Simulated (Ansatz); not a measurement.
**B: which structure is lowest?**

Level of theory: Ansatz, DFT, BLYP, plane waves (420 eV) with PAW, scalar-relativistic. The PAW files were generated under PBE, with cores re-solved for the functional.

Each structure is relaxed within its own symmetry, so a high-lying one may be dynamically unstable.

```tsv
structure	ΔE (meV/atom)	V (Å³/atom)	cell	magnetic state
alpha-rhombohedral (B12)	0	7.39	a = 4.941 Å, c = 12.590 Å (c/a = 2.548)	spin not included
diamond	849	8.54	a = 4.088 Å	spin not included
simple cubic	1234	6.92	a = 1.906 Å	spin not included
fcc	1676	6.07	a = 2.896 Å	spin not included
A15	1834	6.39	a = 3.712 Å	spin not included
bcc	2037	6.45	a = 2.345 Å	spin not included
```

ΔE counts from alpha-rhombohedral (B12).

Differences under about 8 meV lie within the error of the k-point mesh.
